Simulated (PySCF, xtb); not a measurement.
Two isomers of C2H4B+

Structure X is `C=B[CH2+]`, a singlet and structure Y is `[BH+]C=C`, a singlet. Both are isolated ions in the gas phase, relaxed with PBE0-D3(BJ)/pcseg-1; the shapes shown needn't be the lowest conformers.

X (Å):

```yaml
atoms:
  - { symbol: C, position_ang: [-2.2201, -0.7270, -1.5279] }
  - { symbol: C, position_ang: [-1.5279, 1.7020, -0.2065] }
  - { symbol: B, position_ang: [-1.8740, 0.4875, -0.8671] }
  - { symbol: H, position_ang: [-1.9183, -1.7090, -1.1447] }
  - { symbol: H, position_ang: [-2.8064, -0.7436, -2.4542] }
  - { symbol: H, position_ang: [-0.9415, 1.7188, 0.7198] }
  - { symbol: H, position_ang: [-1.8297, 2.6839, -0.5898] }
```

Y (Å):

```xyz
7

C    -2.0522    0.5358   -1.3653
C    -1.4158    1.3397   -0.4716
B    -2.3404   -0.8438   -1.0456
H    -2.5718   -1.9705   -0.7749
H    -2.3561    0.9274   -2.3445
H    -1.2005    2.3818   -0.7176
H    -1.0949    0.9951    0.5134
```

Which of the two would you expect PBE0-D3(BJ)/pcseg-1 electronic energies to favour?

Structure Y; the calculation gives E(Y) − E(X) = −16.4 kcal/mol.

How the difference moves with the method:

| level | geometry | E(Y) − E(X) (kcal/mol) | departure from the last row (kcal/mol) | job, with rough time for the two |
| --- | --- | --- | --- | --- |
| GFN2-xTB | GFN2-xTB | −14.6 | +1.7 | optimisation, 0.32 s |
| HF/STO-3G | GFN2-xTB | −17.9 | −1.5 | single point, 4.6 s |
| r2SCAN-D4/def2-SVP | GFN2-xTB | −10.8 | +5.5 | single point, 20 s |
| PBE0-D3(BJ)/pcseg-1 | PBE0-D3(BJ)/pcseg-1 | −16.4 |  | optimisation, 2.4 min |

As drawn, Y has 1 C=C, 1 B–H in place of 1 C=B, 1 C–H.

None of the levels shown reverses the order. The largest departure from PBE0-D3(BJ)/pcseg-1 is that of r2SCAN-D4/def2-SVP, 5.5 kcal/mol. No coupled-cluster energies are at hand for both structures. No reliable frequencies are at hand for X, so it isn't confirmed as a minimum.

Codes used: PySCF 2.14.0, xtb 6.7.1; the last row on 2 threads of Intel(R) Xeon(R) Processor @ 2.50GHz (Skylake/Cascade Lake) on a shared host.
